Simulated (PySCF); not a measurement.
# BH6N: the cost of one run

Programs: PySCF 2.14.0, with density-fitted response routines of our own. Each step states its level of theory. These are calculated values for one molecule in the gas phase, unless marked as measured. Atoms are numbered from 0 throughout.

## 1. Starting geometry

8 atoms, charge 0, multiplicity 1; geometry from: GFN2-xTB.

Bonds of the start (Å): B0–N1 1.66, B0–H2 1.19, B0–H3 1.19, B0–H4 1.19, N1–H5 1.01, N1–H6 1.01, N1–H7 1.01.

## 2. Geometry optimisation at PBE0-D3(BJ)/def2-TZVP

The job: settings as JSON, then the geometry in Å.

```
{"job": {"xc": "PBE0", "basis": "def2-TZVP", "d3": "d3bj", "grid": 2, "kind": "geom"}, "charge": 0, "multiplicity": 1}
B     -0.906950     0.121210    -0.022680
N      0.736220    -0.098370     0.018350
H     -1.310360    -0.638580    -0.846110
H     -1.069860     1.262080    -0.321390
H     -1.290940    -0.133430     1.075360
H      0.927110    -1.060500     0.270990
H      1.128840     0.531250     0.707900
H      1.112240     0.105970    -0.899620
```

Q: Estimate the wall time of this first job on 4 threads of Arm Neoverse N1, shared host.

About 10 s.
